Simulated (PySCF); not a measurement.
Static response to an electric field

Species: (Z)-2-buten-1-ol, C4H8O.
Numbering: `[CH3:1]/[CH:2]=[CH:3]\[CH2:4][OH:5]` (hydrogens: H6, H7, H8 on C1; H9 on C2; H10 on C3; H11, H12 on C4; H13 on O5)

Geometry (GFN2-xTB, Å), atoms numbered from 1 in this order:
```
atom  x, y, z in Å
C1     1.7907   -0.4438   -0.0354
C2     0.8868    0.6703   -0.4490
C3    -0.4147    0.7452   -0.2186
C4    -1.2480   -0.2827    0.4936
O5    -2.6326   -0.0667    0.3443
H6     2.5037   -0.6650   -0.8277
H7     1.2342   -1.3449    0.2061
H8     2.3586   -0.1489    0.8474
H9     1.3741    1.4875   -0.9644
H10   -0.9691    1.6163   -0.5432
H11   -1.0645   -0.2350    1.5725
H12   -0.9834   -1.2964    0.1526
H13   -2.8404   -0.0354   -0.5960
```

Level: PBE0/def2-SVPD (PySCF), static field, nuclei fixed, core orbitals frozen in the response. The polarisability tensor in these axes (au):

```
x   71.51 -1.94 -2.67
y   -1.94 49.01 -3.30
z   -2.67 -3.30 46.07
```

**Question.** Diagonalise the tensor; give its mean and Δα, where Δα² is half the sum of the squared differences of the eigenvalues.

**Answer.** Principal values 43.54, 51.14 and 71.90 au; mean 55.53 au = 8.23 Å³ = 9.16 × 10⁻⁴⁰ C²·m²/J; Δα = 25.43 au (46 % of the mean).

**Question.** What is the dipole moment, and where does it point?

**Answer.** (1.43, -0.28, -1.11) D, 1.83 D in size, pointing from the negative to the positive side. Measured along this direction, the outermost atoms are O5 at the negative end and H6 at the positive end.

**Question.** Molar refractivity from α?

**Answer.** Lorentz–Lorenz: R = (4π/3)N_A α = 2.5225 cm³/(mol·Å³) × 8.23 Å³ = 20.8 cm³/mol, in the limit of long wavelengths.

**Question.** Sum over states: ᾱ = Σ f/ω², ω in Eh. What share falls to these 6 lowest TDDFT singlets (eV, f)? 6.60, 0.0854; 6.78, 0.0244; 7.09, 0.0496; 7.20, 0.1105; 7.33, 0.0783; 7.64, 0.0795.

**Answer.** They add up to 6.24 au, 11.2 % of the 55.53 au; the largest single term is 1.58 au, from the state at 7.20 eV. Terms in order: 1.45, 0.39, 0.73, 1.58, 1.08, 1.01 au. Higher excitations give the rest. The strengths listed sum to 0.428.

**Question.** Orientational against electronic polarisability at 350 K (dilute gas, rigid molecules)?

**Answer.** In Gaussian units μ²/3kT = 23.19 Å³ against 8.23 Å³, a ratio of 2.82; the Debye molar polarisation (4π/3)N_A(α + μ²/3kT) is 79.2 cm³/mol, leaving out the vibrational part.

**Question.** Rayleigh depolarisation ratio (linearly polarised light, static tensor)?

**Answer.** ρ = 3Δα²/(45ᾱ² + 4Δα²) = 1939.9/(138749 + 2586.5) = 0.0137.

Isolated species at its GFN2-xTB geometry (one conformer only).

These values come from a run that also computed excited states. On Intel Xeon Platinum 8259CL at 2.50 GHz, one thread, shared host with 32 logical CPUs at a one-minute load of 22, this took 19 s wall and 0.72 GiB of memory at its peak.
